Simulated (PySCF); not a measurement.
H3Ge–CH3, singlet: the ladder up to RCCSDT(Q)

Geometry: a PBE0/def2-TZVP stationary point for this spin, not checked as a minimum.

```csv
atom,x (Å),y (Å),z (Å)
Ge,-0.3185,-0.0014,0.0001
C,1.6348,0.0072,-0.0007
H,-0.8625,1.4387,0.0064
H,-0.8524,-0.7303,1.2465
H,-0.8535,-0.7198,-1.2519
H,2.0175,-1.0140,-0.0051
H,2.0111,0.5166,0.8872
H,2.0103,0.5241,-0.8845
```

Basis cc-pVDZ; PySCF 2.14.0. Only valence electrons are correlated (noble-gas cores and the filled d shells of p-block atoms frozen), which leaves 14 electrons in 56 orbitals. R marks a restricted (for open shells ROHF) determinant. No spin–orbit coupling is included, and no scalar relativity.

Full CI isn't at hand for all of this; RCCSDT(Q) serves as the reference, and is uncertain by the last step of the cluster series or more.

* T1 diagnostic (ROHF- or RHF-based CCSD): 0.0082
* largest doubles amplitude (ROHF- or RHF-based CCSD): 0.031

```tsv
level	E − E(RCCSDT(Q)) (mEh)	share of correlation (%)	wall time
RHF	305.43	0.00	–
RMP2	50.05	83.61	–
RCCSD	8.12	97.34	–
RCCSD(T)	1.16	99.62	3.8 s
RCCSDT	0.32	99.89	–
```

The correlation energy at RCCSDT(Q), counted from RHF, is -8.311 eV. That run took 22 min on 1 thread of Arm Neoverse V2, shared host.

Times are those of the correlated step on a shared host, with one SCF added for the restricted CCSD run; they ran on 1 thread of Arm Neoverse V2.
